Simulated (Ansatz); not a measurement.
## Wavefunction methods compared: SiN, doublet

Computed with Ansatz's Gaussian-basis code (development build); BCCD, MP3, OMP3 by scripts on PySCF. Nonrelativistic, cc-pV(T+d)Z on Si, cc-pVTZ on N, 6 core orbitals frozen. Perturbation and coupled-cluster methods stand on the Hartree–Fock determinant that coupled cluster favours; RHF here means ROHF, with semicanonical perturbation theory. 

Correlation energy of CCSD(T), then each method's total less that of CCSD(T), in eV:

```json
{"case": "1.570 Å RHF", "E corr CCSD(T)": "-8.608", "MP2": "+1.036", "MP3": "+0.846", "UOMP3": "+0.657", "CCSD": "+0.525", "BCCD": "+0.613", "BCCD(T)": "-0.008", "determinant": "T1 = 0.067, 0.38 eV over the lowest such Hartree–Fock solution met"}
{"case": "1.570 Å UHF", "E corr CCSD(T)": "-8.133", "MP2": "+1.442", "MP3": "+1.032", "UOMP3": "+0.607", "CCSD": "+0.478", "BCCD": "+0.547", "BCCD(T)": "-0.053", "determinant": "T1 = 0.084, ⟨S²⟩ = 1.182, 0.10 eV over the lowest such Hartree–Fock solution met"}
```

How far does CCSDT lie from CCSD(T) in each case, and where is CCSD(T) within 1 kcal/mol (0.043 eV)?

1.570 Å RHF: -0.034 eV (within); 1.570 Å UHF: -0.080 eV (outside, spin-contaminated determinant).

Which method comes nearest to CCSDT in total energy for 1.570 Å RHF?

BCCD(T), 0.026 eV away; next CCSD(T) (0.034 eV), last MP2 (1.070 eV).

Several Brueckner solutions were met.
